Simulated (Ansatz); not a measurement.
The same path of H₆OSi₂ (9 atoms, charge 0, multiplicity 1) was run twice with different band settings. Lost on the way: Si1–H2, Si1–H3. Made: H2–H3.

These are results of RKS PBE0-D4/cc-pVDZ in Ansatz 0.2.0, not measurements.

Relaxed end points:

```xyz
9
Properties=species:S:1:pos:R:3
Si 0.240 0.041 0.159
H 0.301 0.177 1.652
H 1.621 -0.138 -0.388
H -0.380 1.270 -0.429
O -0.681 -1.298 -0.263
Si -1.650 -2.461 0.463
H -1.389 -2.504 1.939
H -3.092 -2.134 0.223
H -1.326 -3.787 -0.148
```

```xyz
9
Properties=species:S:1:pos:R:3
Si -0.541 0.377 0.708
H 1.594 -0.218 0.747
H 1.609 -0.004 -0.002
H -0.146 1.146 -0.577
O -1.151 -1.003 -0.074
Si -1.790 -2.462 0.486
H -1.843 -2.471 1.985
H -3.168 -2.620 -0.072
H -0.918 -3.579 0.006
```

Common settings: movable images 9; climbing image yes; spring 5.0 eV/Å²; optimiser quadratic models (default); start path through a guess of the saddle point; iteration limit 59; end points relaxed.

| run | force threshold |
| --- | --- |
| 1 | 0.03 eV/Å |
| 2 | 0.2 eV/Å |

Q: What does each run give, and how far can it be trusted?

A: Run 1: converged after 38 iterations, highest image 2.755 eV above the first end. A structure lower than the first end lies on the path between it and the top, so the climb from that side starts below the end, which may itself be a saddle point or a shallow side well. Neighbouring images differ by up to 1.5 eV, so the band resolves the path poorly. A vibrational analysis at the climbing image gives one clearly imaginary mode, 1218i cm⁻¹: a first-order saddle point.
Run 2: converged after 8 iterations, highest image 2.764 eV above the first end. The threshold of 0.2 eV/Å is loose, so the images may lie well off the minimum-energy path. The order of the point at the top wasn't checked.
The orbitals stay closed-shell, which can raise the energy where a bond breaks towards radicals; this wasn't checked here.
